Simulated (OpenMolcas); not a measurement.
**One shape, several levels: S2F2 (Difluorodisulfane)**

Aim: a comparison of 6 runs (HF/STO-3G, B3LYP/STO-3G, M06-2X/STO-3G, PBE/STO-3G, UB3LYP/STO-3G, ACPF/STO-3G) of S2F2 (Difluorodisulfane). 

The results are computed with OpenMolcas 26.06.

2 further runs of the same task are left out: 1 that didn't finish, 1 set aside as unsound or not needed.

## Step 1: Starting point

S2F2 has 4 atoms, charge 0, and is taken as a singlet. SMILES: `FSSF`. One bond was lengthened or shortened from a relaxed shape.

Bond lengths: F1–S2 1.695 Å, S2–S3 2.401 Å, S3–F4 1.694 Å. Angles: F1–S2–S3 106.1°, S2–S3–F4 105.9°.

## Step 2: The energy at HF/STO-3G (run 1)

Contents of struct.xyz:

```xyz
4

F     -2.186051     0.055586    -0.729333
S     -0.837861     1.082766    -0.725133
S      1.055580    -0.303530    -0.217800
F      1.210900    -0.280260     1.469320
```

Contents of mol.input:

```
* F2S2 Hartree-Fock
>>> EXPORT MOLCAS_PRINT=2

&GATEWAY
  BasLib
  $CurrDir
  Coord
  struct.xyz
  Basis
  STO-3G
  Group
  NoSym

&SEWARD

&SCF
  Thresholds
  1e-10 1e-07 1e-07 1e-05
  PrOrbitals
  1 1
```

The basis set STO-3G is read from a file made from the Basis Set Exchange's data (not shown).

Run with:

```
$ export MOLCAS_MEM=1860
$ pymolcas mol.input > mol.log
```

Standard output:

```text
--- Start Module: gateway ---
[...]
--- Stop Module: gateway /rc=_RC_ALL_IS_WELL_ ---
--- Start Module: seward ---
[...]
      Basis functions           28
--- Stop Module: seward /rc=_RC_ALL_IS_WELL_ ---
--- Start Module: scf ---
[...]
       Convergence after  14 Iterations
[...]
::    Total SCF energy                               -982.3067243458
[...]
      Total spin, S                                     0.0000000000
[...]
      Total electronic charge=   50.000000
      Total            charge=   -0.000000
[...]
      Dipole Moment (debye):
      Origin of the operator (angstrom)=   -0.1135    0.2025   -0.1578
                   X=  3.1324E-01               Y=  2.5839E-01               Z= -4.3932E-01           Total=  5.9823E-01
      Quadrupole Moment (debye*angstrom):
[...]
--- Stop Module: scf /rc=_RC_ALL_IS_WELL_ ---
[...]
```

Run time: 1.6 s. Hardware: 1 thread of Arm Neoverse V2, shared host; peak memory 0.37 GiB.

## Step 3: The energy at B3LYP/STO-3G (run 2)

struct.xyz is that of step 2.

Contents of mol.input:

```
* F2S2 Kohn-Sham DFT

&GATEWAY
  BasLib = $CurrDir
  Coord = struct.xyz
  Basis = STO-3G
  Group = NoSym

&SEWARD
  GridInput
  Grid=UltraFine
  End of Grid

&SCF
  KSDFT = B3LYP
  Thresholds = 1e-10 1e-07 1e-07 1e-05
  PrOrbitals = 1 1
```

The basis set STO-3G is read from a file made from the Basis Set Exchange's data (not shown).

Run with:

```
$ export MOLCAS_MEM=1860
$ pymolcas mol.input > mol.log
```

Standard output:

```text
--- Start Module: gateway ---
[...]
--- Stop Module: gateway /rc=_RC_ALL_IS_WELL_ ---
--- Start Module: seward ---
[...]
      Basis functions           28
--- Stop Module: seward /rc=_RC_ALL_IS_WELL_ ---
--- Start Module: scf ---
[...]
       Convergence after  14 Iterations
[...]
::    Total KS-DFT energy                            -984.2354327061
[...]
      Total spin, S                                     0.0000000000
[...]
      Total electronic charge=   50.000000
      Total            charge=   -0.000000
[...]
      Dipole Moment (debye):
      Origin of the operator (angstrom)=   -0.1135    0.2025   -0.1578
                   X=  1.4970E-01               Y=  1.2203E-01               Z= -2.0861E-01           Total=  2.8429E-01
      Quadrupole Moment (debye*angstrom):
[...]
--- Stop Module: scf /rc=_RC_ALL_IS_WELL_ ---
[...]
```

Wall time 3.9 s (1 thread of Arm Neoverse V2, shared host); peak memory 0.37 GiB.

Run 3 isn't shown in full; the table further down has it.

## Step 4: The energy at PBE/STO-3G (run 4)

struct.xyz is that of step 3.

Contents of mol.input:

```
&gateway
  baslib
  $CurrDir
  coord
  struct.xyz
  basis
  STO-3G
  group
  NoSym

&seward
  gridinput
  Grid=UltraFine
  End of Grid

&scf
  ksdft
  PBE
  thresholds
  1e-10 1e-07 1e-07 1e-05
  prorbitals
  1 1
```

The basis set STO-3G is read from a file made from the Basis Set Exchange's data (not shown).

Run with:

```
$ export MOLCAS_MEM=1860
$ pymolcas mol.input > mol.log
```

Standard output:

```text
--- Start Module: gateway ---
[...]
--- Stop Module: gateway /rc=_RC_ALL_IS_WELL_ ---
--- Start Module: seward ---
[...]
      Basis functions           28
--- Stop Module: seward /rc=_RC_ALL_IS_WELL_ ---
--- Start Module: scf ---
[...]
       Convergence after  22 Iterations
[...]
::    Total KS-DFT energy                            -983.7070417537
[...]
      Total spin, S                                     0.0000000000
[...]
      Total electronic charge=   50.000000
      Total            charge=   -0.000000
[...]
      Dipole Moment (debye):
      Origin of the operator (angstrom)=   -0.1135    0.2025   -0.1578
                   X=  5.0329E-02               Y=  3.8603E-02               Z= -6.8176E-02           Total=  9.3119E-02
      Quadrupole Moment (debye*angstrom):
[...]
--- Stop Module: scf /rc=_RC_ALL_IS_WELL_ ---
[...]
```

Wall time 5.1 s (1 thread of Arm Neoverse V2, shared host); peak memory 0.37 GiB.

Run 5 isn't shown in full; the table further down has it.

## Step 5: A single-point energy at ACPF/STO-3G (run 6)

struct.xyz is that of step 4.

Contents of mol.inp:

```
>>> EXPORT MOLCAS_PRINT=2

&GATEWAY
  BasLib = $CurrDir
  Coord = struct.xyz
  Basis = STO-3G
  Group = NoSym

&SEWARD

&SCF
  Thresholds = 1e-10 1e-07 1e-07 1e-05
  PrOrbitals = 1 1

&MOTRA
  Frozen = 12

&GUGA
  Electrons = 26
  Spin = 1
  Inactive = 13
  Active = 0
  CIAll = 1

&CPF
  ACPF
```

The basis set STO-3G is read from a file made from the Basis Set Exchange's data (not shown).

Run with:

```
$ export MOLCAS_MEM=1860
$ pymolcas mol.inp > mol.log
```

Standard output:

```text
--- Start Module: gateway ---
[...]
--- Stop Module: gateway /rc=_RC_ALL_IS_WELL_ ---
[...]
      Basis functions           28
[...]
       Convergence after  14 Iterations
[...]
::    Total SCF energy                               -982.3067243458
[...]
      Total spin, S                                     0.0000000000
[...]
      *** WARNING: Default frozen orbitals is overwritten by user input.
      *** Default values:  12
[...]
--- Start Module: guga ---
[...]
--- Stop Module: guga /rc=_RC_ALL_IS_WELL_ ---
--- Start Module: cpf ---
[...]
      Active orbitals                            0       0
[...]
      Spin quantum number                      0.0
[...]
     FINAL ACPF ENERGY        -982.46064788
     FINAL CORRELATION ENERGY   -0.15392354  REFERENCE ENERGY    -982.30672435
[...]
      Title:  ACPF natural orbitals
[...]
      Total electronic charge=   50.000000
      Total            charge=    0.000000
[...]
      Dipole Moment (debye):
      Origin of the operator (angstrom)=   -0.1135    0.2025   -0.1578
                   X=  7.9477E-02               Y=  6.4507E-02               Z= -1.1165E-01           Total=  1.5147E-01
      Quadrupole Moment (debye*angstrom):
[...]
--- Stop Module: cpf /rc=_RC_ALL_IS_WELL_ ---
[...]
```

It took 2 s on 1 thread of Arm Neoverse V2, shared host; peak memory 0.37 GiB.

## Step 6: The series

| run | level | integration grid | scramble | energy (Eh) | dipole moment (D) of the reference | HOMO energy (eV) | LUMO energy (eV) | wall time |
| --- | --- | --- | --- | --- | --- | --- | --- | --- |
| 1 | HF/STO-3G | – | – | -982.306724 | 0.60 | -7.66 | 4.66 | 1.6 s |
| 2 | B3LYP/STO-3G | UltraFine | – | -984.235433 | 0.28 | -3.08 | 1.00 | 3.9 s |
| 3 | M06-2X/STO-3G | UltraFine | – | -984.273407 | 0.35 | -5.04 | 1.98 | 4.5 s |
| 4 | PBE/STO-3G | UltraFine | – | -983.707042 | 0.09 | -1.46 | 0.60 | 5.1 s |
| 5 | UB3LYP/STO-3G | UltraFine | 0.25 | -984.235433 | 0.28 | -3.08 | 1.00 | 6.6 s |
| 6 | ACPF/STO-3G | – | – | -982.460648 | 0.60 | -7.66 | 4.66 | 2 s |

## Step 7: Outcome

| quantity | value |
| --- | --- |
| run 6: total energy | -982.46065 Eh |
| run 6: dipole moment (mean-field density) | 0.60 D |
| run 6: HOMO energy (Hartree–Fock orbitals) | -7.66 eV |
| run 6: LUMO energy (Hartree–Fock orbitals) | 4.66 eV |
| run 6: HOMO–LUMO gap (Hartree–Fock orbitals) | 12.32 eV |
| run 6: correlation energy (12 core orbitals frozen) | -153.9 mEh |

Over runs 1, 2, 3, 4, 5 the dipole moment (its size) runs from 0.09 D (PBE/STO-3G) to 0.60 D (HF/STO-3G). Over runs 1, 2, 3, 4, 5 the HOMO–LUMO gap runs from 2.06 eV (PBE/STO-3G) to 12.32 eV (HF/STO-3G). Exact exchange widens orbital gaps. Totals of different functionals can't be ranked against each other. In runs 1, 2, 3, 4, 5, 6 the basis is minimal, so the values are rough. All runs together took 24 s, the longest 6.6 s.
